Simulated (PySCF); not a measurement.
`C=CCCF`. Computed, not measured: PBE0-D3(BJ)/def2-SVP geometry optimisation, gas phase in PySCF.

```
atom  x, y, z in Å
C1    -1.9993    0.1210   -0.1752
C2    -0.7873   -0.4106   -0.3362
C3     0.4927    0.3613   -0.3959
C4     1.5103   -0.1031    0.6266
F5     1.8161   -1.4282    0.4205
H6    -2.8955   -0.5040   -0.1389
H7    -2.1429    1.2026   -0.0789
H8    -0.6836   -1.4983   -0.4260
H9     0.9465    0.2503   -1.3972
H10    0.3043    1.4373   -0.2454
H11    2.4410    0.4848    0.5471
H12    1.1132    0.0042    1.6508
```

(1) What is the longest distance between nuclei?

(2) Work out the bond lengths C1–H6, C2–C3, C2–H8, C3–H9, C3–H10, C4–F5, C4–H11, C4–H12 in pm.

(3) What is the repulsion energy of the bare nuclei, Σ ZA·ZB/RAB?

(4) Give the dihedral angles H8–C2–C3–H9, H9–C3–C4–F5, H10–C3–C4–H12.

(5) Where is the centre of mass (commonest isotopes), and what is the radius of gyration?

(6) How far apart are these pairs, which share no bond: C1···H8, C2···H6, C2···H12, C4···H6, F5···H11, H7···H9, H8···H12?

(7) What are the angles C2–C1–H6, C2–C1–H7, C1–C2–H8, C1–C2–C3, C4–C3–H10, C2–C3–C4, C3–C4–H12, C3–C4–H11?

(8) Write the matrix of distances between heavy atoms (Å, lower triangle).

Answers

(1) H6···H11, 5.47 Å; the next longest distance is 4.83 Å.

(2) For C1–H6 the difference vector is (-0.8962, -0.6250, 0.0363) Å, of length 1.0932 Å. C1–H6 109.3; C2–C3 149.6; C2–H8 109.6; C3–H9 110.5; C3–H10 110.3; C4–F5 137.5; C4–H11 110.4; C4–H12 110.4 pm.

(3) 170.78 Eh over 66 pairs, with full nuclear charges and distances in bohr; the largest single term is 20.78 Eh (C4 with F5).

(4) H8–C2–C3–H9 65° (synclinal); H9–C3–C4–F5 -61° (synclinal); H10–C3–C4–H12 63° (synclinal). Dihedral signs follow IUPAC: positive where, seen along the central bond, the front bond turns clockwise onto the rear one.

(5) Mass 74.053 u; centre at (0.326, -0.353, 0.061) Å; Rg = √(Σ m r²/M) = 1.719 Å. As Ia + Ib + Ic = 2 Σ m r², the three principal moments sum to 437.5 u·Å².

(6) C1···H8 2.101 Å (2 bonds apart); C2···H6 2.119 Å (2 bonds apart); C2···H12 2.781 Å (3 bonds apart); C4···H6 4.490 Å (4 bonds apart); F5···H11 2.016 Å (2 bonds apart); H7···H9 3.491 Å (4 bonds apart); H8···H12 3.130 Å (4 bonds apart).

(7) From the scalar product of the two bond vectors; for C2–C1–H6 it is -0.7598 Å² over 1.3332 × 1.0932 Å², cos θ = -0.5213. C2–C1–H6 121.4°; C2–C1–H7 121.6°; C1–C2–H8 119.4°; C1–C2–C3 125.2°; C4–C3–H10 108.8°; C2–C3–C4 112.9°; C3–C4–H12 110.8°; C3–C4–H11 110.8°.

(8) 
```
C1    0.000
C2    1.333  0.000
C3    2.513  1.496  0.000
C4    3.607  2.510  1.515  0.000
F5    4.161  2.896  2.371  1.375  0.000
```

Not checked by PBE0-D3(BJ)/def2-SVP frequencies. The numbers are those of one conformer.

Time: 48 s wall; peak memory 0.42 GiB. Hardware: Arm Neoverse N1, one thread (shared host). That covers the optimisation of the geometry.
